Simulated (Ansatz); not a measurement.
**BH5S (B(H2S)H3): the energy, rung by rung**

BH5S has 7 atoms, charge 0, and is taken as a singlet. As SMILES, `[H]B([H])([H])<-S`. Geometry: relaxed at GFN2-xTB.

```xyz
7

B     0.1276   -0.2172   -0.8171
S     0.1341   -0.2313    1.2224
H     0.5062    1.0375    1.4150
H    -1.1544    0.0677    1.4148
H     1.2802   -0.2170   -1.0756
H    -0.4530    0.7796   -1.0818
H    -0.4407   -1.2192   -1.0778
```

Each level gives the energy change with the B1–S2 bond stretched from 2.040 to 2.550 Å (eV). The values are calculated.

| level | kind | program | value (eV) |
| --- | --- | --- | --- |
| BLYP/STO-3G (restricted) | GGA | Ansatz | 0.73 |
| r2SCAN/STO-3G (restricted) | meta-GGA | Ansatz | 0.89 |
| r2SCAN0/STO-3G (restricted) | hybrid meta-GGA | Ansatz | 0.94 |
| CAM-B3LYP/STO-3G (restricted) | range-separated hybrid | Ansatz | 0.88 |
| wB97X/STO-3G (restricted) | range-separated hybrid | Ansatz | 0.89 |
| B2PLYP/STO-3G (restricted) | double hybrid | Ansatz | 0.83 |
| RPA@PBE/STO-3G (restricted) | RPA | Ansatz | 0.81 |
| MP2/STO-3G (restricted) | perturbation theory | Ansatz | 0.83 |
| CCSD/STO-3G (restricted) | coupled cluster or CI | Ansatz | 0.86 |
| CCSDTQ/STO-3G (restricted) | coupled cluster or CI | Ansatz | 0.86 |

The first shape isn't each level's own minimum. The values span 0.73 to 0.94 eV. All rows use very small basis sets, so even the best lies far from the true value.
